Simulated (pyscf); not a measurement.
This saddle point was located with ωB97X-D3(BJ)/def2-SVP in PySCF.

```xyz
6

C     -1.5267     0.0187     0.0332
C     -0.3435    -0.0098    -0.6997
Cl     0.6843    -1.3467    -0.2197
H     -2.2552     0.8010    -0.2173
H     -1.8353    -0.7480     0.7655
H     -0.5277     0.8440     0.2647
```

Surface: singlet, charge 0. Lowest wavenumbers (cm⁻¹): 1214i, 413, 647, 697, 1045.

Question: Name the species on either side of this saddle.

Answer: `[CH2]=[CH][Cl]` ⇌ `[CH3][C][Cl]` [singlet], a hydrogen shift read from left to right: C–H broken and C–H formed. At CCSD(T)/def2-TZVPP + ΔMP2(QZVPP) it lies +71.2 kcal/mol from the left side and +13.8 kcal/mol from the right (each side as separated species at their lowest minima found). This is the saddle that the search found; another between the same sides may lie lower. A restricted singlet here is unstable towards spin polarisation, as is usual where a triplet lies low; its energy is less safe. The CCSD(T) − MP2 part came from Ansatz, without density fitting, on the same reference.
